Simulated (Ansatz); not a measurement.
Cu2ZnSnS4 (I-4, No. 82)

The numbers are results of LDA in Ansatz (plane waves, PAW), not measurements.

Settings: plane-wave cutoff 500 eV, 10×10×10 k mesh, Fermi–Dirac smearing 0.05 eV, no spin polarisation, scalar-relativistic PAW data made under PBE.

Cell (relaxed at this level):

```cif
data_Cu4S8Sn2Zn2
_chemical_formula_sum 'Zn2 Cu4 Sn2 S8'
_space_group_name_H-M_alt 'I-4'
_space_group_IT_number 82
_space_group_name_Hall 'I -4'
_cell_length_a 5.31770
_cell_length_b 5.31770
_cell_length_c 10.64052
_cell_angle_alpha 90.000
_cell_angle_beta 90.000
_cell_angle_gamma 90.000
loop_
_atom_site_label
_atom_site_type_symbol
_atom_site_symmetry_multiplicity
_atom_site_Wyckoff_symbol
_atom_site_fract_x
_atom_site_fract_y
_atom_site_fract_z
_atom_site_occupancy
Zn1 Zn 2 c 0.00000 0.50000 0.25000 1
Cu1 Cu 2 a 0.00000 0.00000 0.00000 1
Cu2 Cu 2 d 0.50000 0.00000 0.25000 1
Sn1 Sn 2 b 0.00000 0.00000 0.50000 1
S1 S 8 g 0.23951 0.23034 0.13033 1
```
(The calculation used a cell of 8 atoms; values per cell refer to that cell.)

For Cu2ZnSnS4 (I-4, No. 82), the volume per atom is 18.81 Å³/atom and the equilibrium lattice constant a is 5.318 Å. The lattice parameter c is 10.641 Å.

Note: the volume lies 6 % below that of the published cell.

Spin–orbit coupling is not included.

The computed numbers hold no vibrational or temperature effects.

Ansatz is an electronic-structure program.
